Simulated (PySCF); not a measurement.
## Core binding energy against partial charge

Compound: C4H4FN.
Geometry (PBE0-D3(BJ)/def2-SVP, Å), atoms numbered from 1 in this order:
```
atom  x, y, z in Å
C1    -1.1636   -0.1722    0.4826
C2     0.1984    0.1231   -0.0747
C3     0.6785    1.4689   -0.0187
N4     1.0307    2.5721    0.0384
C5     0.9749   -0.8256   -0.6186
F6     2.1721   -0.5736   -1.1067
H7    -1.2064    0.0660    1.5565
H8    -1.9318    0.4337   -0.0213
H9    -1.4175   -1.2333    0.3532
H10    0.6787   -1.8756   -0.7013
```

Binding energies: delta-SCF UKS SCAN, pcX-2 on the ionised atom, pcseg-1 elsewhere, spin-free X2C (PySCF). Charges: PBE0/pcSseg-1 ground-state density, for the ionised atom.

| atom | environment | C 1s (eV) | Mulliken (e) | IAO (e) | Hirshfeld (e) | ESP (e) |
| --- | --- | --- | --- | --- | --- | --- |
| C1 | allylic carbon | 291.87 | -0.140 | -0.405 | -0.101 | -0.469 |
| C2 | fully substituted alkene carbon | 292.28 | -0.459 | -0.088 | -0.007 | -0.106 |
| C3 | nitrile carbon | 292.33 | +0.165 | +0.134 | +0.067 | +0.453 |
| C5 | vinylic C–F carbon | 293.53 | +0.373 | +0.184 | +0.070 | +0.017 |

**Question.** How well does each charge scheme correlate with the binding energies over these sites?

**Answer.** IAO: r = 0.77, slope 2.0 eV per e; Hirshfeld: r = 0.73, slope 6.5 eV per e; Mulliken: r = 0.70, slope 1.4 eV per e; ESP: r = 0.32, slope 0.6 eV per e. IAO charges have the highest r, on only 4 points.

**Question.** The point-charge model writes a binding energy as kq + V + constant, with V the potential of the other atoms' charges at the site. What does it give with the IAO charges?

**Answer.** V = Σ 14.40 eV Å × q/r over all other atoms: +6.25 eV at C1, +0.99 eV at C2, -3.19 eV at C3, -1.58 eV at C5. Fitting binding energy − V to q gives k = 17.0 eV per e and leaves an rms residual of 0.45 eV, against 0.40 eV for the fit on q alone. The model has no term for differences in relaxation between sites.

Isolated species at its PBE0-D3(BJ)/def2-SVP geometry, gas phase.
